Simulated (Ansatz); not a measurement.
Results of B3LYP (VWN-RPA form) in Ansatz (plane waves, PAW) for PbO (Pbcm, No. 57).

Numerical settings: plane-wave cutoff 460 eV, 6×4×4 k mesh (along the axes of the cell as run), Fermi–Dirac smearing 0.01 eV, scalar-relativistic PAW data made under PBE.

Cell (measured lattice):

```yaml
crystal:
  lattice:
    - [4.77500, 0.00000, 0.00000]
    - [0.00000, 5.48900, 0.00000]
    - [0.00000, 0.00000, 5.89100]
  atoms:
    - { symbol: Pb, position: [0.25000, 0.97920, 0.23090] }
    - { symbol: Pb, position: [0.75000, 0.02080, 0.76910] }
    - { symbol: Pb, position: [0.75000, 0.52080, 0.23090] }
    - { symbol: Pb, position: [0.25000, 0.47920, 0.76910] }
    - { symbol: O, position: [0.25000, 0.08860, 0.86910] }
    - { symbol: O, position: [0.75000, 0.91140, 0.13090] }
    - { symbol: O, position: [0.75000, 0.41140, 0.86910] }
    - { symbol: O, position: [0.25000, 0.58860, 0.13090] }
```

### Question
Predict the band gap, smallest direct gap on the k points sampled and Γ–Γ gap.

### Answer

band gap: 3.41 eV
smallest direct gap on the k points sampled: 3.85 eV
Γ–Γ gap: 4.53 eV

Note: cell and atoms aren't relaxed at this level (largest force component 0.38 eV/Å, pressure 5.3 GPa).

Spin–orbit coupling is not included; with these elements it can move the gap by several tenths of an eV or more.

The computed numbers hold no vibrational or temperature effects.

Ansatz is a quantum-chemistry and plane-wave program.
